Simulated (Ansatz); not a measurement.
A run for Ansatz (a quantum-chemistry and plane-wave program): U-r2SCAN/def2-TZVPP on NH2 (SMILES [NH2]), 2S+1 = 2, atoms moved off the minimum.

Ansatz 0.2 input:
```yaml
crystal:
  periodic: [false, false, false]
  atoms:
    - {symbol: N, position_ang: [0.01170197, 0.18539594, -0.16408209]}
    - {symbol: H, position_ang: [-0.78521529, -0.56808215, -0.09181970]}
    - {symbol: H, position_ang: [0.79795747, -0.51675841, 0.00196189]}
basis:
  gaussian:
    orbitals: def2-TZVPP
hamiltonian:
  xc: {name: r2SCAN}
magnetization: {spin_polarized: true, initial_magnetization: 1}
output: {forces: true}
```

### Question
What total energy does the run end on?

### Answer
-55.8672 hartree.
